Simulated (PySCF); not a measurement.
# C2H3FS: core ionisation energies

Compound: C₂H₃FS.
Structure used (PBE0-D3(BJ)/def2-SVP), in Å, numbered top down from 1:
```xyz
7
C2H3FS angstrom
F     -1.5811    0.3538   -0.7956
C     -0.7349   -0.1287    0.1326
C      0.7049   -0.0948   -0.1674
S      0.1729    1.0430    1.1472
H     -1.1699   -0.9877    0.6564
H      0.9886    0.3826   -1.1115
H      1.3357   -0.9374    0.1359
```

Level of theory: delta-SCF UKS SCAN, pcX-2 on the ionised atom, pcseg-1 elsewhere, spin-free X2C (PySCF 2.14.0). Vertical ΔSCF values, vacuum level as zero.

Problem. List the computed XPS lines with their assignment.

Solution. 
```
atom(s)                 environment  level  binding energy (eV)  above the level's lowest (eV)  count
     S4              sulfide sulfur   S 1s              2477.40                           0.00      1
     F1              alkyl fluorine   F 1s               693.12                           0.00      1
     C2              sp3 C–F carbon   C 1s               294.15                          +2.09      1
     C3  sp3 carbon bound to sulfur   C 1s               292.06                           0.00      1
```

Lowest listed C 1s: C3, bonded to S, C and 2 H. Highest, 2.09 eV above it: C2, bonded to F, S, C and H. Summing the Pauling electronegativity differences to the bonded atoms, each weighted by its formal bond order, gives -0.67 for the lowest site and +1.11 for the highest.

Problem. Which effective nuclear charge Zeff reproduces each element's mean 1s value in the hydrogen-like formula E = 13.606 eV × Zeff²?

Solution. C (Z = 6): mean 293.1 eV, Zeff = 4.64, Z − Zeff = 1.36; F (Z = 9): mean 693.1 eV, Zeff = 7.14, Z − Zeff = 1.86; S (Z = 16): mean 2477.4 eV, Zeff = 13.49, Z − Zeff = 2.51. Means run over the listed sites, weighted by atom count.

Problem. Which photon energy gives electrons from C 1s of C3 a kinetic energy of 150 eV, and what is their de Broglie wavelength?

Solution. hν = 292.06 + 150 = 442.06 eV, recoil neglected; λ = 12.264 Å/√(E/eV) = 1.00 Å.

Not every level is listed. Isolated species at its PBE0-D3(BJ)/def2-SVP geometry, gas phase.

The run took 10 s on one thread, x86-64 server, on a shared host.
